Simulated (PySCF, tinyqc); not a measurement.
Inside a calculation. Method: RHF in the sto-3g basis, for CH2, spin multiplicity 1. The lowest restricted solution is unstable here: a spin-polarised one lies 0.0280 hartree lower (PySCF). One step of it, computed by the program tinyqc.

Question. Iteration 2: building the Fock matrix. J_ij = sum D_kl (ij|kl), K_ij = sum D_kl (ik|jl); F = H + J - 0.5 K; E = tr D H + tr D J / 2 - 0.25 tr D K + E_nn.

D after iteration 1:
```
            1C 1s      1C 2s    1C 2px     1C 2py     1C 2pz      2H 1s      3H 1s
1C 1s    2.088778  -0.339911  0.000000  -0.000281   0.161252  -0.101362  -0.102160
1C 2s   -0.339911   1.404659  0.000000   0.002108  -0.709146   0.213816   0.213064
1C 2px   0.000000   0.000000  0.000000   0.000000   0.000000   0.000000   0.000000
1C 2py  -0.000281   0.002108  0.000000   0.594462  -0.000171   0.493932  -0.492038
1C 2pz   0.161252  -0.709146  0.000000  -0.000171   1.391399   0.371201   0.370783
2H 1s   -0.101362   0.213816  0.000000   0.493932   0.371201   0.664906  -0.153581
3H 1s   -0.102160   0.213064  0.000000  -0.492038   0.370783  -0.153581   0.663260
```

core Hamiltonian H = T + V (hartree):
```
             1C 1s      1C 2s     1C 2px     1C 2py     1C 2pz      2H 1s      3H 1s
1C 1s   -18.643013  -4.497024   0.000000   0.000165  -0.015980  -0.871693  -0.889197
1C 2s    -4.497024  -5.584005   0.000000   0.001400  -0.171036  -2.071317  -2.098374
1C 2px    0.000000   0.000000  -4.466686   0.000000   0.000000   0.000000   0.000000
1C 2py    0.000165   0.001400   0.000000  -4.607442   0.000749  -1.451210   1.465791
1C 2pz   -0.015980  -0.171036   0.000000   0.000749  -4.535326  -1.052155  -1.062393
2H 1s    -0.871693  -2.071317   0.000000  -1.451210  -1.052155  -3.333926  -0.572815
3H 1s    -0.889197  -2.098374   0.000000   1.465791  -1.062393  -0.572815  -3.351342
```

Two-electron integrals (ij|kl) in chemists' order, unique and non-zero (hartree):
```
(11|11) 3.541948    (21|11) 0.576921    (21|21) 0.111888    (22|11) 0.854682
(22|21) 0.205284    (22|22) 0.624709    (31|31) 0.020296    (32|31) 0.030858
(32|32) 0.137996    (33|11) 0.852436    (33|21) 0.205335    (33|22) 0.624568
(33|33) 0.672833    (41|41) 0.020296    (42|41) 0.030858    (42|42) 0.137996
(43|43) 0.036269    (44|11) 0.852436    (44|21) 0.205335    (44|22) 0.624568
(44|33) 0.600295    (44|44) 0.672833    (51|51) 0.020296    (52|51) 0.030858
(52|52) 0.137996    (53|53) 0.036269    (54|54) 0.036269    (55|11) 0.852436
(55|21) 0.205335    (55|22) 0.624568    (55|33) 0.600295    (55|44) 0.600295
(55|55) 0.672833    (61|11) 0.111226    (61|21) 0.021450    (61|22) 0.039313
(61|33) 0.039179    (61|41) 0.001066    (61|42) 0.001993    (61|44) 0.039459
(61|51) 0.000744    (61|52) 0.001392    (61|54) 0.000196    (61|55) 0.039315
(61|61) 0.004203    (62|11) 0.277045    (62|21) 0.067482    (62|22) 0.227229
(62|33) 0.221686    (62|41) 0.005263    (62|42) 0.036894    (62|44) 0.232719
(62|51) 0.003676    (62|52) 0.025766    (62|54) 0.007706    (62|55) 0.227067
(62|61) 0.013506    (62|62) 0.110054    (63|31) 0.006731    (63|32) 0.035902
(63|43) 0.007135    (63|53) 0.004983    (63|63) 0.013216    (64|11) 0.196813
(64|21) 0.048545    (64|22) 0.173325    (64|33) 0.164625    (64|41) 0.010018
(64|42) 0.061913    (64|44) 0.186720    (64|51) 0.002295    (64|52) 0.018165
(64|54) 0.010448    (64|55) 0.168441    (64|61) 0.010153    (64|62) 0.099649
(64|64) 0.101806    (65|11) 0.137450    (65|21) 0.033903    (65|22) 0.121047
(65|33) 0.114971    (65|41) 0.002295    (65|42) 0.018165    (65|44) 0.120436
(65|51) 0.008334    (65|52) 0.048588    (65|54) 0.010952    (65|55) 0.127603
(65|61) 0.007091    (65|62) 0.069593    (65|64) 0.061869    (65|65) 0.056425
(66|11) 0.432696    (66|21) 0.107181    (66|22) 0.411103    (66|33) 0.389470
(66|41) 0.010257    (66|42) 0.097362    (66|44) 0.432739    (66|51) 0.007163
(66|52) 0.067996    (66|54) 0.030218    (66|55) 0.410574    (66|61) 0.021736
(66|62) 0.254912    (66|64) 0.254560    (66|65) 0.177780    (66|66) 0.774606
(71|11) 0.113483    (71|21) 0.021884    (71|22) 0.040105    (71|33) 0.039967
(71|41) -0.001089   (71|42) -0.002036   (71|44) 0.040254    (71|51) 0.000761
(71|52) 0.001421    (71|54) -0.000200   (71|55) 0.040107    (71|61) 0.004165
(71|62) 0.012994    (71|64) 0.008918    (71|65) 0.006833    (71|66) 0.020567
(71|71) 0.004376    (72|11) 0.280926    (72|21) 0.068419    (72|22) 0.230171
(72|33) 0.224571    (72|41) -0.005338   (72|42) -0.037313   (72|44) 0.235719
(72|51) 0.003727    (72|52) 0.026054    (72|54) -0.007784   (72|55) 0.230006
(72|61) 0.012915    (72|62) 0.080188    (72|64) 0.052244    (72|65) 0.049359
(72|66) 0.144967    (72|71) 0.013970    (72|72) 0.112625    (73|31) 0.006846
(73|32) 0.036449    (73|43) -0.007230   (73|53) 0.005048    (73|63) 0.009047
(73|73) 0.013578    (74|11) -0.199030   (74|21) -0.049089   (74|22) -0.175103
(74|33) -0.166306   (74|41) 0.010173    (74|42) 0.062705    (74|44) -0.188659
(74|51) -0.002323   (74|52) -0.018333   (74|54) 0.010559    (74|55) -0.170155
(74|61) -0.008838   (74|62) -0.052043   (74|64) -0.025885   (74|65) -0.031433
(74|66) -0.087369   (74|71) -0.010477   (74|72) -0.101718   (74|74) 0.103777
(75|11) 0.138976    (75|21) 0.034277    (75|22) 0.122269    (75|33) 0.116126
(75|41) -0.002323   (75|42) -0.018333   (75|44) 0.121637    (75|51) 0.008468
(75|52) 0.049251    (75|54) -0.011078   (75|55) 0.128910    (75|61) 0.006774
(75|62) 0.049262    (75|64) 0.031482    (75|65) 0.038753    (75|66) 0.094440
(75|71) 0.007316    (75|72) 0.071026    (75|74) -0.062983   (75|75) 0.057557
(76|11) 0.070311    (76|21) 0.017217    (76|22) 0.060708    (76|33) 0.058923
(76|41) 2.70e-06    (76|42) 0.000032    (76|44) 0.060623    (76|51) 0.001515
(76|52) 0.011578    (76|54) 0.000009    (76|55) 0.062516    (76|61) 0.003376
(76|62) 0.026894    (76|64) 0.021144    (76|65) 0.018657    (76|66) 0.059227
(76|71) 0.003443    (76|72) 0.027168    (76|74) -0.021273   (76|75) 0.018807
(76|76) 0.008151    (77|11) 0.435581    (77|21) 0.107886    (77|22) 0.413288
(77|33) 0.391500    (77|41) -0.010374   (77|42) -0.098051   (77|44) 0.435089
(77|51) 0.007244    (77|52) 0.068466    (77|54) -0.030437   (77|55) 0.412753
(77|61) 0.020293    (77|62) 0.143835    (77|64) 0.086995    (77|65) 0.093909
(77|66) 0.267735    (77|71) 0.022325    (77|72) 0.258313    (77|74) -0.257366
(77|75) 0.179710    (77|76) 0.059227    (77|77) 0.774606
```

nuclear repulsion = 5.55711215 hartree

Give: Coulomb J; exchange K; Fock matrix F; total energy of this density.

Answer.

Coulomb J (hartree):
```
          1C 1s    1C 2s  1C 2px   1C 2py   1C 2pz   2H 1s    3H 1s
1C 1s   11.2423   2.1587  0.0000  -0.0001  -0.0082  0.4149   0.4233
1C 2s    2.1587   4.9955  0.0000  -0.0005   0.0314  1.8414   1.8651
1C 2px   0.0000   0.0000  4.8830   0.0000   0.0000  0.0000   0.0000
1C 2py  -0.0001  -0.0005  0.0000   5.0446  -0.0003  1.4189  -1.4334
1C 2pz  -0.0082   0.0314  0.0000  -0.0003   5.0420  1.0025   1.0124
2H 1s    0.4149   1.8414  0.0000   1.4189   1.0025  3.5193   0.4950
3H 1s    0.4233   1.8651  0.0000  -1.4334   1.0124  0.4950   3.5335
```

exchange K (hartree):
```
         1C 1s    1C 2s  1C 2px   1C 2py   1C 2pz   2H 1s    3H 1s
1C 1s   7.1840   1.2362  0.0000   0.0000   0.0058  0.2464   0.2513
1C 2s   1.2362   1.6481  0.0000  -0.0013  -0.1376  0.7666   0.7746
1C 2px  0.0000   0.0000  0.3520   0.0000   0.0000  0.0000   0.0000
1C 2py  0.0000  -0.0013  0.0000   1.2449  -0.0018  0.6251  -0.6289
1C 2pz  0.0058  -0.1376  0.0000  -0.0018   1.4872  0.4263   0.4290
2H 1s   0.2464   0.7666  0.0000   0.6251   0.4263  1.1913   0.2067
3H 1s   0.2513   0.7746  0.0000  -0.6289   0.4290  0.2067   1.1977
```

Fock matrix F (hartree):
```
           1C 1s    1C 2s  1C 2px   1C 2py   1C 2pz    2H 1s    3H 1s
1C 1s   -10.9927  -2.9564  0.0000   0.0001  -0.0271  -0.5800  -0.5916
1C 2s    -2.9564  -1.4126  0.0000   0.0015  -0.0708  -0.6132  -0.6206
1C 2px    0.0000   0.0000  0.2403   0.0000   0.0000   0.0000   0.0000
1C 2py    0.0001   0.0015  0.0000  -0.1853   0.0014  -0.3448   0.3468
1C 2pz   -0.0271  -0.0708  0.0000   0.0014  -0.2369  -0.2628  -0.2645
2H 1s    -0.5800  -0.6132  0.0000  -0.3448  -0.2628  -0.4103  -0.1812
3H 1s    -0.5916  -0.6206  0.0000   0.3468  -0.2645  -0.1812  -0.4167
```

total energy of this density = -38.347185 hartree
